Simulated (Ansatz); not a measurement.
Compare A (`C=C1CCC1`) with its isomer B (`C=C1CC1C`).

Gas-phase electronic energies from Ansatz, PBE0-D4/def2-TZVP geometries. CBS: MP2 limit from def2 TZ/QZ plus the TZ coupled-cluster correction, frozen cores. DFT in def2-TZVPP. B3LYP here is the variant with VWN-RPA as its local correlation; programs differ in this.

Q: Which isomer does CCSD(T)/CBS put lower? Give the gap. (Best estimate.)

A: Computed: A, by 10.5 kcal/mol.

Q: Give E(B) − E(A) in kcal/mol with ωB97M-V, B2PLYP, HF/def2-TZVPP, CCSD(T)/def2-TZVPP, PBE0-D4, B3LYP-D4, r2SCAN-D4. (An estimate is asked.)

A: Computed: ωB97M-V 10.2, B2PLYP 9.4, HF/def2-TZVPP 10.3, CCSD(T)/def2-TZVPP 10.8, PBE0-D4 9.7, B3LYP-D4 9.0, r2SCAN-D4 8.3. None reverses the order clearly.

Largest T1 diagnostic: 0.010.

From PBE to PBE0 (25 % exact exchange), in def2-TZVPP and without D4, E(B) − E(A) moves by +0.9 kcal/mol.
